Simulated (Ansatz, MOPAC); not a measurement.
Molecule: C4H3S, net charge 0, doublet state. SMILES: [c]1ccsc1
Geometry: optimised at B3LYP-D3(BJ)/def2-TZVP (Ansatz, an electronic-structure program).

Property: size of the dipole moment, in D. Conventions: 6-311+G** with 5d, 6d on Na to Ar in Ansatz; spin-orbit terms left out; non-relativistic; open shells spin-unrestricted; dispersion terms only where a functional's name holds one; six Cartesian d functions in 6-31G* and its kin unless marked 5d. First-principles rows: single points at B3LYP-D3(BJ) geometries (Ansatz). Semi-empirical rows: dipoles at the shared geometry.

```tsv
level	program	size of the dipole moment (D)
AM1	MOPAC	0.99
PM6	MOPAC	0.79
PBE/STO-3G	Ansatz	1.06
PBE/3-21G	Ansatz	0.57
PBE/def2-SVP	Ansatz	0.63
B3LYP/STO-3G	Ansatz	0.96
B3LYP/6-31G*	Ansatz	0.51
B3LYP/6-31G**	Ansatz	0.51
B3LYP/6-311+G**	Ansatz	0.62
```

No value to compare with is used here. The 9 habitual levels span 0.51 (B3LYP/6-31G**) to 1.06 D (PBE/STO-3G).

The levels are drawn from those run, B3LYP/6-31G* more often than the rest, none by its result; runs whose electronic state is in doubt are left out.
